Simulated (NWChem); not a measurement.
The numbers come from NWChem runs, not from measurements. System: disilane (H$_{6}$Si$_{2}$), charge 0, spin multiplicity 1, at a geometry optimised with PBE/def2-SVP. Level: evGW@PBE/def2-TZVP, RI basis def2-tzvp-rifit, 6 cycles.

Job file:

```
start mol
memory heap 200 mb stack 700 mb global 1700 mb
geometry units angstroms nocenter noautoz
  Si     1.175921     0.052081     0.000000
  Si    -1.175921    -0.052081     0.000000
  H      1.666292     0.780602     1.222961
  H      1.666292     0.780602    -1.222961
  H      1.760097    -1.335554     0.000000
  H     -1.666292    -0.780602     1.222961
  H     -1.666292    -0.780602    -1.222961
  H     -1.760097     1.335554     0.000000
  symmetry group C2h
end
basis spherical
  * library def2-tzvp
end
basis "ri basis" bse spherical
  * library def2-tzvp-rifit
end
dft
  xc xpbe96 cpbe96
  iterations 100
  direct
  tolerances tight
end
task dft energy
gw
  evgw 6
  states alpha occ -1 vir -1
end
task dft gw
```

Part of the output:

```
             Northwest Computational Chemistry Package (NWChem) 7.3.0
             --------------------------------------------------------

                                NWChem Input Module
                                -------------------

 Scaling coordinates for geometry "geometry" by  1.889725989
 (inverse scale =  0.529177249)

 Turning off AUTOSYM since
 SYMMETRY directive was detected!

                             Geometry "geometry" -> ""
                             -------------------------

 Output coordinates in angstroms (scale by  1.889725989 to convert to a.u.)

  No.       Tag          Charge          X              Y              Z
 ---- ---------------- ---------- -------------- -------------- --------------
    1 Si                  14.0000     1.17592100     0.05208100     0.00000000
    2 Si                  14.0000    -1.17592100    -0.05208100     0.00000000
    3 H                    1.0000     1.66629200     0.78060200     1.22296100
    4 H                    1.0000     1.66629200     0.78060200    -1.22296100
    5 H                    1.0000     1.76009700    -1.33555400     0.00000000
    6 H                    1.0000    -1.66629200    -0.78060200     1.22296100
    7 H                    1.0000    -1.66629200    -0.78060200    -1.22296100
    8 H                    1.0000    -1.76009700     1.33555400     0.00000000

 Effective nuclear repulsion energy (a.u.)      89.9741794733

            Nuclear Dipole moment (a.u.)
            ----------------------------
        X                 Y               Z
 ---------------- ---------------- ----------------
     0.0000000000     0.0000000000     0.0000000000

      Symmetry information
      --------------------

 Group name             C2h
 Group number             21
 Group order               4
 No. of unique centers     3

      Symmetry unique atoms

     1    3    5


 Summary of "ao basis" -> "" (spherical)
 ------------------------------------------------------------------------------
       Tag                 Description            Shells   Functions and Types
 ---------------- ------------------------------  ------  ---------------------
[...]
@GW        33         10.024           0.000
@GW        34         10.751           0.000
@GW        35         10.751           0.000
@GW        36         10.981           0.000
@GW        37         10.981           0.000
@GW        38         12.457           0.000
@GW        39         12.463           0.000
@GW        40         11.863           0.000
@GW        41         12.937           0.000
@GW        42         15.038           0.000
@GW        43         15.757           0.000
@GW        44         15.757           0.000
@GW        45         16.198           0.000
@GW        46         18.574           0.000
@GW        47         20.334           0.000
@GW        48         20.333           0.000
@GW        49         26.993           0.000
@GW        50         27.016           0.000
@GW        51         27.019           0.000
@GW        52         27.754           0.000
@GW        53         28.004           0.000
@GW        54         29.348           0.000
@GW        55         29.353           0.000
@GW        56         30.646           0.000
@GW        57         30.644           0.000
@GW        58         32.075           0.000
@GW        59         32.071           0.000
@GW        60         31.843           0.000
@GW        61         33.755           0.000
@GW        62         33.765           0.000
@GW        63         33.905           0.000
@GW        64         35.639           0.000
@GW        65         35.640           0.000
@GW        66         36.022           0.000
@GW        67         37.490           0.000
@GW        68         37.492           0.000
@GW        69         38.865           0.000
@GW        70         40.640           0.000
@GW        71         42.514           0.000
@GW        72         42.512           0.000
@GW        73         41.409           0.000
@GW        74         41.402           0.000
@GW        75         47.020           0.000
@GW        76         47.282           0.000
@GW        77         47.270           0.000
@GW        78         55.454           0.000
@GW        79         55.450           0.000
@GW        80         54.244           0.000
@GW        81         57.530           0.000
@GW        82         57.537           0.000
@GW        83         57.211           0.000
@GW        84         57.747           0.000
@GW        85         57.750           0.000
@GW        86         59.337           0.000
@GW        87         59.237           0.000
@GW        88         59.515           0.000
@GW        89         59.527           0.000
@GW        90         61.404           0.000
@GW        91         67.062           0.000
@GW        92         67.275           0.000
@GW        93         68.485           0.000
@GW        94         68.483           0.000
@GW        95         68.797           0.000
@GW        96         68.794           0.000
@GW        97         74.865           0.000
@GW        98         78.052           0.000
@GW        99         81.805           0.000
@GW       100         81.803           0.000
@GW       101         83.344           0.000
@GW       102         83.355           0.000
@GW       103        178.634           0.000
@GW       104        178.631           0.000
@GW       105        179.808           0.000
@GW       106        179.811           0.000
@GW       107        181.241           0.000
@GW       108        184.468           0.000
@GW       109        295.174           0.000
@GW       110        298.524           0.000

     GW Timing Statistics
   ------------------------
   Init.   :          0.1s
     ERIs  :          1.4s
     Distr.:          0.1s
     Vxc   :          0.2s
   Sigma_x :          0.0s
   RPA     :          4.9s
   Wmn     :          3.1s
   Sigma_c :          2.9s
   GW total:         12.7s

 Task  times  cpu:       12.7s     wall:       12.7s

 Total times  cpu:       18.5s     wall:       18.5s
```
